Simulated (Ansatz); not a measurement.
H2Al(BH4) (AlBH6). Total charge 0; singlet. Geometry relaxed at PBE0-D4/def2-TZVP.

```tsv
atom	x (Å)	y (Å)	z (Å)
Al1	0.1758	-1.0980	0.2415
H2	0.7740	0.5263	0.5275
B3	-0.1583	0.9900	-0.2180
H4	-0.8735	0.0092	-0.6257
H5	-0.5421	-1.6670	1.5223
H6	1.1144	-1.8861	-0.7468
H7	0.3673	1.4639	-1.1812
H8	-0.8577	1.6616	0.4804
```

(1) Estimate the harmonic wavenumbers at RKS PBE0-D4/def2-TZVP (Ansatz, unscaled). Is this a minimum?

Results:

(1) 114, 414, 536, 561, 578, 746, 823, 957, 1109, 1129, 1455, 1564, 1964, 1983, 2071, 2078, 2580, 2669 cm⁻¹. Yes, no mode is imaginary beyond noise. Zero-point energy 139.5 kJ/mol. It took 10 s on 4 threads of AMD EPYC 9R45 on a shared host.
